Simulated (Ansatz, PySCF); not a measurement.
Species: aziridine, C2H5N (charge 0, singlet). 
Coordinates optimised at B3LYP-D3(BJ)/def2-TZVP (Ansatz, a quantum-chemistry and plane-wave program):
```xyz
8

C     -0.0266    -0.3964     0.7404
N     -0.0403     0.8719     0.0001
C     -0.0474    -0.3972    -0.7389
H      0.8868     1.2834    -0.0132
H     -0.9333    -0.6098     1.2927
H     -0.9693    -0.6112    -1.2653
H      0.8882    -0.7010     1.2359
H      0.8531    -0.7023    -1.2597
```
Charge 0, spin multiplicity 1.


Quantity: enthalpy of formation at 298 K (from the atomisation energy, B3LYP-D3(BJ)/def2-TZVP harmonic zero-point and thermal terms from PySCF, and the atoms' enthalpies of formation in the G2/97 table; no spin-orbit terms, and no core term in the frozen-core levels), in kcal/mol. Valence correlation only, unless marked. UHF or UKS for open shells. Spin-orbit coupling is left out. No relativistic terms. The coupled-cluster limit lacks core correlation, which all-electron functionals hold. CBS marks a two-point X^-3 extrapolation of the correlation energy; Hartree-Fock from the larger set. [CCSD(T)-MP2]/basis is that difference in the basis named.

Measured: 30.2 kcal/mol (G2/97 table in ASE (Curtiss et al.)); it holds spin-orbit and relativistic effects, which these rows lack, and core correlation, which the frozen-core levels lack. This is an older compilation, not checked against later work.

```
level                                                     program  enthalpy of formation at 298 K (kcal/mol)  error against measurement
-------------------------------------------------  --------------  -----------------------------------------  -------------------------
HF-D4/def2-TZVPD                                    PySCF + dftd4                                      235.4                      205.2
PBE/def2-TZVPD                                             Ansatz                                       11.4                      -18.8
r2SCAN-D4/def2-TZVPD                               Ansatz + dftd4                                       31.5                        1.3
PBE0-D3(BJ)/def2-TZVP                              Ansatz + dftd3                                       24.7                       -5.5
PBE0/def2-TZVPD                                            Ansatz                                       26.1                       -4.1
PW6B95-D3(BJ)/def2-TZVPD                            PySCF + dftd3                                       27.3                       -2.9
M06-2X/def2-TZVPD                                           PySCF                                       29.2                       -1.0
HSE06-D4/def2-TZVPD                                Ansatz + dftd4                                       23.7                       -6.5
wB97M-V/def2-TZVPD                                         Ansatz                                       28.0                       -2.2
RI-MP2/CBS(cc-pVTZ,cc-pVQZ)+[CCSD(T)-MP2]/cc-pVTZ          Ansatz                                       31.5                        1.3
```
